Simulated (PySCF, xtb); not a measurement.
# CH2BN+: which of two structures lies lower

Structure X: a doublet given by its coordinates. Structure Y: a doublet given by its coordinates. Both are isolated ions in the gas phase, relaxed with PBE0-D3(BJ)/def2-SVP.

X (Å):

```json
{"atom": "C", "x (Å)": "-0.2623", "y (Å)": "-0.4175", "z (Å)": "1.4877"}
{"atom": "B", "x (Å)": "-0.4032", "y (Å)": "-0.8254", "z (Å)": "-1.0053"}
{"atom": "N", "x (Å)": "-0.3697", "y (Å)": "-0.6627", "z (Å)": "0.2990"}
{"atom": "H", "x (Å)": "-0.6454", "y (Å)": "-0.8080", "z (Å)": "2.4449"}
{"atom": "H", "x (Å)": "-0.4355", "y (Å)": "-0.9746", "z (Å)": "-2.1794"}
```

Close contacts (Å): C1–N3 1.22, B2–N3 1.31, C1–H4 1.10, B2–H5 1.18.

Y (Å):

```yaml
atoms:
  - { symbol: C, position_ang: [0.3224, 2.3812, -1.5209] }
  - { symbol: B, position_ang: [-0.2787, 0.9065, -1.3860] }
  - { symbol: N, position_ang: [0.9572, 1.3749, -1.8911] }
  - { symbol: H, position_ang: [-1.1326, 0.1404, -1.0762] }
  - { symbol: H, position_ang: [0.3114, 3.4800, -1.4182] }
```

Close contacts (Å): C1–B2 1.60, C1–N3 1.25, B2–N3 1.41, C1–H5 1.10, B2–H4 1.19.

Quicker runs give these differences E(Y) − E(X): GFN2-xTB +0.753 eV; HF/STO-3G +0.428 eV (at GFN2-xTB geometries); r2SCAN-D4/def2-SVP +0.280 eV (at GFN2-xTB geometries).

Q: Estimate E(Y) − E(X) at the level CCSD(T)/def2-SVP + ΔMP2/def2-TZVPP.

A: Calculated at CCSD(T)/def2-SVP + ΔMP2/def2-TZVPP: E(Y) − E(X) = +0.248 eV, so structure X lies lower.

The same difference at several levels:

```
                             level              geometry  E(Y) − E(X) (eV)  departure from the last row (eV)  job, with rough time for the two
                          GFN2-xTB              GFN2-xTB              +0.753                            +0.505             optimisation, 0.084 s
                         HF/STO-3G              GFN2-xTB              +0.428                            +0.180               single point, 1.5 s
                r2SCAN-D4/def2-SVP              GFN2-xTB              +0.280                            +0.032                single point, 51 s
              PBE0-D3(BJ)/def2-SVP  PBE0-D3(BJ)/def2-SVP              +0.356                            +0.108                optimisation, 99 s
                       HF/def2-SVP  PBE0-D3(BJ)/def2-SVP              +0.768                            +0.520           part of the CCSD(T) run
                      MP2/def2-SVP  PBE0-D3(BJ)/def2-SVP              +0.177                            −0.071           part of the CCSD(T) run
                  CCSD(T)/def2-SVP  PBE0-D3(BJ)/def2-SVP              +0.326                            +0.078                      single point
CCSD(T)/def2-SVP + ΔMP2/def2-TZVPP  PBE0-D3(BJ)/def2-SVP              +0.248                                                  single point, 36 s
```

The levels shown agree on the order. The largest departure from CCSD(T)/def2-SVP + ΔMP2/def2-TZVPP is that of HF/def2-SVP, 0.520 eV. The last row adds to CCSD(T) the change of the MP2 difference between the two basis sets, here −0.078 eV.

With harmonic frequencies from PBE0-D3(BJ)/def2-SVP (ideal gas, rigid rotor, one conformer each, 298.15 K, 1 atm): on the last row, ΔE + ΔZPE = +0.302, ΔH = +0.283, ΔG = +0.287 eV.

Open shells are spin-unrestricted, with notable spin contamination under HF/STO-3G. The correlated steps freeze 3 core orbitals. Codes used: PySCF 2.14.0, xtb 6.7.1; the last row on 2 threads of Arm Neoverse V1 on a shared host.
